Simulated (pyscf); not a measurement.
Optimised with ωB97X-D3(BJ)/def2-SVP in PySCF.

### Question
For the elementary gas-phase step O=GeH₂ → O=Ge: [singlet] + hydrogen (H₂) (singlet surface; Ge–H, Ge–H broken, H–H formed), what barrier and reaction energy does M06-2X/def2-TZVP give, measured from the reactant's lowest minimum found?

### Answer
ΔE‡ = 3.09 eV, ΔE = -0.53 eV. ωB97M-D3(BJ)/def2-TZVP gives 3.03 eV and -0.67 eV. Zero-point energy shifts the barrier by -0.11 eV. It is a 1,1-elimination, with an imaginary mode of 1843i cm⁻¹. O=GeH₂ lies 1.32 eV over its isomer HO–GeH: [singlet] (electronic energy, ωB97M-D3(BJ)/def2-TZVP). This is the saddle that the search found; another between the same sides may lie lower. Elements up to Kr have no core potential and no relativistic terms here.
